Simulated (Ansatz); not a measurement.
hcp Co, treated with PBE-D4 (plane waves, PAW; Ansatz, a first-principles code).

Settings: plane-wave cutoff 500 eV, 36×36×18 k mesh (along the axes of the cell as run), Fermi–Dirac smearing 0.1 eV, spin-polarised with parallel moments, scalar-relativistic PAW data made under PBE.

Cell (relaxed at this level):

```yaml
crystal:
  lattice:
    - [1.23556, -2.14006, 0.00000]
    - [1.23556, 2.14006, 0.00000]
    - [0.00000, 0.00000, 3.99894]
  atoms:
    - { symbol: Co, position: [0.33333, 0.66667, 0.25000] }
    - { symbol: Co, position: [0.66667, 0.33333, 0.75000] }
```

Task: Estimate the magnetic moment per atom (the cell's total over its atoms) that the calculation returns.

Result: 
- magnetic moment per atom (the cell's total over its atoms) = 1.59 μB

Moments are spin moments.

The computed numbers hold no vibrational or temperature effects.
